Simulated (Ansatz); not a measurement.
# Molecular dynamics of ClNa

input.yaml

```yaml
crystal:
  periodic: [false, false, false]
  atoms:
    - { symbol: Na, position_ang: [1.972154, -3.327713, -1.525831] }
    - { symbol: Cl, position_ang: [2.080508, -4.589995, 0.615452] }
magnetization:
  spin_polarized: true
basis:
  gaussian: { orbitals: def2-SVP }
hamiltonian:
  xc: b3lyp
md:
  timestep: 2.0
  n_steps: 400
  ensemble: nvt_langevin
  temperature: 300.0
  initial_velocities: maxwell_boltzmann
  seed: 560904
  friction: 0.02
```

Command:

```bash
$ ansatz run input.yaml --threads 1 --pin off --max-ram 2048MiB --backend cpu --events-out ev --progress --plain --runs-dir out
```

It goes on from the last frame of an earlier run, with new velocities.

Output, in part (step lines, the closing report, with atoms numbered from 0):

```
md step     0: t =     0.00 fs  T =   150.0 K  F+E_penalty+E_count = -16935.80845110 eV  E_kin = 0.038778 eV  (24 SCF iters)
md step     1: t =     2.00 fs  T =   210.0 K  F+E_penalty+E_count = -16935.81595775 eV  E_kin = 0.054286 eV  (22 SCF iters)
md step     2: t =     4.00 fs  T =   233.4 K  F+E_penalty+E_count = -16935.82532509 eV  E_kin = 0.060333 eV  (22 SCF iters)
md step     3: t =     6.00 fs  T =   408.8 K  F+E_penalty+E_count = -16935.83736464 eV  E_kin = 0.105686 eV  (23 SCF iters)
md step     4: t =     8.00 fs  T =   455.3 K  F+E_penalty+E_count = -16935.85035108 eV  E_kin = 0.117712 eV  (22 SCF iters)
md step     5: t =    10.00 fs  T =   619.2 K  F+E_penalty+E_count = -16935.86209594 eV  E_kin = 0.160087 eV  (21 SCF iters)
md step     6: t =    12.00 fs  T =   570.1 K  F+E_penalty+E_count = -16935.87111165 eV  E_kin = 0.147374 eV  (22 SCF iters)
md step     7: t =    14.00 fs  T =   547.9 K  F+E_penalty+E_count = -16935.87564683 eV  E_kin = 0.141650 eV  (22 SCF iters)
[... lines left out ...]
md step   397: t =   794.00 fs  T =   123.9 K  F+E_penalty+E_count = -16935.87127756 eV  E_kin = 0.032019 eV  (22 SCF iters)
md step   398: t =   796.00 fs  T =   169.1 K  F+E_penalty+E_count = -16935.87385708 eV  E_kin = 0.043704 eV  (22 SCF iters)
md step   399: t =   798.00 fs  T =   190.7 K  F+E_penalty+E_count = -16935.87583569 eV  E_kin = 0.049294 eV  (22 SCF iters)
md step   400: t =   800.00 fs  T =   287.6 K  F+E_penalty+E_count = -16935.87641496 eV  E_kin = 0.074351 eV  (24 SCF iters)
Total energy: -16935.87662736 eV, -622.3819865058 hartree
Atom 0 at     1.470680    -3.256909    -1.102220 Å, force    -0.008966     0.020822    -0.013520 eV/Å
Atom 1 at     2.264542    -5.100489     0.094880 Å, force     0.008966    -0.020822     0.013520 eV/Å
Dipole moment:    -0.559657     1.299689    -0.843933 e Å
```

The steps, from the saved trajectory:

```json
{"time (fs)": "0.0", "T (K)": "150", "potential energy less start (eV)": "0.000"}
{"time (fs)": "26.0", "T (K)": "233", "potential energy less start (eV)": "-0.040"}
{"time (fs)": "52.0", "T (K)": "292", "potential energy less start (eV)": "-0.063"}
{"time (fs)": "78.0", "T (K)": "47", "potential energy less start (eV)": "-0.042"}
{"time (fs)": "104.0", "T (K)": "432", "potential energy less start (eV)": "-0.065"}
{"time (fs)": "130.0", "T (K)": "666", "potential energy less start (eV)": "-0.068"}
{"time (fs)": "156.0", "T (K)": "355", "potential energy less start (eV)": "-0.050"}
{"time (fs)": "182.0", "T (K)": "851", "potential energy less start (eV)": "-0.054"}
{"time (fs)": "208.0", "T (K)": "324", "potential energy less start (eV)": "-0.059"}
{"time (fs)": "234.0", "T (K)": "264", "potential energy less start (eV)": "-0.052"}
{"time (fs)": "260.0", "T (K)": "542", "potential energy less start (eV)": "-0.054"}
{"time (fs)": "286.0", "T (K)": "384", "potential energy less start (eV)": "-0.068"}
{"time (fs)": "312.0", "T (K)": "275", "potential energy less start (eV)": "-0.067"}
{"time (fs)": "338.0", "T (K)": "247", "potential energy less start (eV)": "-0.055"}
{"time (fs)": "364.0", "T (K)": "159", "potential energy less start (eV)": "-0.061"}
{"time (fs)": "390.0", "T (K)": "82", "potential energy less start (eV)": "-0.055"}
{"time (fs)": "416.0", "T (K)": "299", "potential energy less start (eV)": "-0.056"}
{"time (fs)": "442.0", "T (K)": "407", "potential energy less start (eV)": "-0.051"}
{"time (fs)": "468.0", "T (K)": "190", "potential energy less start (eV)": "-0.014"}
{"time (fs)": "494.0", "T (K)": "171", "potential energy less start (eV)": "-0.011"}
{"time (fs)": "520.0", "T (K)": "697", "potential energy less start (eV)": "-0.067"}
{"time (fs)": "546.0", "T (K)": "514", "potential energy less start (eV)": "-0.049"}
{"time (fs)": "572.0", "T (K)": "377", "potential energy less start (eV)": "-0.057"}
{"time (fs)": "598.0", "T (K)": "349", "potential energy less start (eV)": "-0.042"}
{"time (fs)": "624.0", "T (K)": "268", "potential energy less start (eV)": "-0.067"}
{"time (fs)": "650.0", "T (K)": "160", "potential energy less start (eV)": "-0.066"}
{"time (fs)": "676.0", "T (K)": "401", "potential energy less start (eV)": "-0.068"}
{"time (fs)": "702.0", "T (K)": "208", "potential energy less start (eV)": "-0.063"}
{"time (fs)": "728.0", "T (K)": "127", "potential energy less start (eV)": "-0.008"}
{"time (fs)": "754.0", "T (K)": "272", "potential energy less start (eV)": "-0.056"}
{"time (fs)": "780.0", "T (K)": "114", "potential energy less start (eV)": "-0.037"}
```

The run went to its last step. A run of 0.8 ps of so small a system gives no equilibrium averages.

The same pairs are bonded in the first frame and the last. Pairs count as bonded within 1.25 times the sum of covalent radii (0.12 Å more for H–H).

Last frame:

```xyz
2
Properties=species:S:1:pos:R:3
Na 1.471 -3.257 -1.102
Cl 2.264 -5.101 0.095
```

Run time: 7 min on 1 thread of Arm Neoverse V1, on a shared host, peak memory 0.094 GiB.
